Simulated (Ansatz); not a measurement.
Predict the output of the script below (Ansatz's Python interface).

The script, `c2h2s_states.py`:
```python
"""Restricted and unrestricted solutions of C2H2S, stretched and not."""

import ansatz
from ase import Atoms
import numpy as np


def main() -> None:
    atoms = Atoms(["C", "C", "S", "H", "H"], positions=[
        [0.6309, -0.321, 0.12],
        [-0.5835, 0.2527, -0.1126],
        [-2.2221, 0.9934, -0.4302],
        [1.5026, -0.0143, -0.5229],
        [0.7221, -0.9844, 0.9043],
    ])
    c2h2s = ansatz.Crystal.molecule_from_ase(atoms)
    symbols = [site.symbol for site in c2h2s.cartesian_sites]

    start = np.array([site.position_ang for site in c2h2s.cartesian_sites])
    for factor in [1.0, 1.3]:
        xyz = (start - start.mean(axis=0)) * factor
        scaled = ansatz.Crystal.molecule()
        for symbol, place in zip(symbols, xyz):
            scaled = scaled.atom(symbol, place.tolist())
        model = (
            scaled.calculation()
            .basis(gaussian="cc-pVDZ")  # atom-centred Gaussian functions
            .functional("HF")
            .spin("collinear")  # spin-polarised run
        )
        for search in ("off", "standard"):
            try:
                r = model.scf(lower_state_search=search).run().report
            except ansatz.AnsatzError as error:
                print(f"x{factor} search {search}: {type(error).__name__}")
                continue
            state = r["mean_field"]["state"]
            print(f"all distances x{factor}, search {search:8s} E = {r['free_energy_ev']:.5f} eV  <S^2> = {abs(state['spin_squared']):.3f}  other states met: {len(r['mean_field']['others'])}")


if __name__ == "__main__":
    main()
```

Output of `python c2h2s_states.py`:
```text
all distances x1.0, search off      E = -12907.17503 eV  <S^2> = 0.000  other states met: 0
all distances x1.0, search standard E = -12907.40189 eV  <S^2> = 0.815  other states met: 7
all distances x1.3, search off      E = -12898.26410 eV  <S^2> = 0.000  other states met: 0
all distances x1.3, search standard E = -12900.75209 eV  <S^2> = 2.489  other states met: 10
```

Notes:
- These settings explore the input space; basis and method may be short of convergence.
- The count of other states can hold repeated and symmetry-equivalent ends of the search; scaling all distances is a test, and for more than two atoms no physical path.
- The structure is a rough, unrelaxed start.
- The expectation value of S² is noticeably off S(S+1) in at least one run, so that state is spin-contaminated.
- By the engine's processor time: 30 s on 1 thread of AMD EPYC (Zen 3), with other jobs on the host, peak memory 0.18 GiB.

(Lines on the test bed's own set-up are left out of the output.)
